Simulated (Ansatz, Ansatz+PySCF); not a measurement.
```yaml
atoms:
  - { symbol: B, position_ang: [0.0000, 0.0000, -0.9155] }
  - { symbol: N, position_ang: [0.0000, 0.0000, 0.7196] }
  - { symbol: H, position_ang: [0.0000, -1.1803, -1.2418] }
  - { symbol: H, position_ang: [-1.0222, 0.5901, -1.2418] }
  - { symbol: H, position_ang: [1.0222, 0.5901, -1.2418] }
  - { symbol: H, position_ang: [0.0000, 0.9514, 1.0887] }
  - { symbol: H, position_ang: [-0.8239, -0.4757, 1.0887] }
  - { symbol: H, position_ang: [0.8239, -0.4757, 1.0887] }
```

RHF on singlet BNH₆ was run in several spherical basis sets with Ansatz (development build ahead of 0.2.0).

Q: Rank the basis sets by the total energy that they give, lowest first, with the distance from the lowest.
A. cc-pVTZ
B. 6-31G(d)
C. cc-pVDZ
D. def2-SVP
E. def2-TZVP

A: A (0.00 eV), E (0.01 eV), C (0.77 eV), B (1.17 eV), D (2.52 eV).

Totals follow the description of the cores as much as that of the bonds, so this order isn't one of quality for chemistry.
